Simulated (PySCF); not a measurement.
## Broadened absorption spectrum of C2H5B

C2H5B.
SMILES with atom numbers: `[BH2:1][CH:2]=[CH2:3]` (hydrogens: H4, H5 on B1; H6 on C2; H7, H8 on C3)

Method used: TDDFT CAM-B3LYP/def2-SVPD, vertical, gas phase, core orbitals frozen in the response (PySCF 2.14.0, density-fitted response routines). Geometry: PBE0-D3(BJ)/def2-SVP; no solvent, vibrations or thermal averaging.

Computed states:

```
state  E (eV)       f
   S1    5.40  0.0001
   S2    5.49  0.0021
   S3    6.01   0.304
   S4    7.54  0.0032
   S5    8.16   0.078
   S6    8.54  0.0054
   S7    8.81   0.083
   S8    8.87  0.0003
   S9    8.91  0.0000
  S10    9.10  0.0085
```

Each state is given a Gaussian of 0.5 eV full width at half maximum, with ε(max) = 2.175×10⁸ f / Δν̃ (Δν̃ the width in cm⁻¹). The width is an assumption, not a result. The curve ends short of the highest state used, and states not computed would add to its high-energy end.

Question: Give the broadened spectrum and its maxima.

Answer: 
```csv
λ (nm),ε (L mol⁻¹ cm⁻¹)
145.9,3025
150.1,4073
154.3,3573
158.4,1295
162.6,334
166.8,162
170.9,68
175.1,16
179.2,4
183.4,32
187.6,310
191.7,1620
195.9,5335
200.1,11205
204.2,15744
208.4,15744
212.5,11659
216.7,6552
220.9,2931
225.0,1141
229.2,411
233.4,160
237.5,72
241.7,33
245.8,15
250.0,6
254.2,2
258.3,1
262.5,0
266.6,0
```

Maxima: 206 nm (6.01 eV), ε about 16000, made up of S3 (100%); 152 nm (8.17 eV), ε about 4300, made up of S5 (97%) (ε in L mol⁻¹ cm⁻¹; maxima over ε = 5, shares over 10%). At its high-energy end, 8.50 eV, the curve is still rising (ε about 3000, from S5 and S7).

Question: On this curve, what absorbance would a 10⁻⁵ mol/L sample give at 248 nm over a 1 cm path?

Answer: 248 nm is 4.999 eV, where ε is about 9.3 L mol⁻¹ cm⁻¹, so A = ε c l ≈ 9.3e-05 (Beer–Lambert, with the gas-phase spectrum and the assumed width).

Question: Coming from long wavelengths, where does ε first pass 100 L mol⁻¹ cm⁻¹?

Answer: At about 236 nm (5.26 eV), 0.14 eV below S1.

Question: What would ε be at 6.01 eV, the highest of these maxima, with half the width (0.25 eV)?

Answer: About 32800 L mol⁻¹ cm⁻¹ against 16400, a factor of about 2.00; a lone state at its own centre would give exactly 2.

All these states lie below the vertical ionisation energy of 10.88 eV (ΔSCF).

Hardware: an Arm Neoverse V1 with one thread, no GPU (shared host). Cost: 34 s wall.
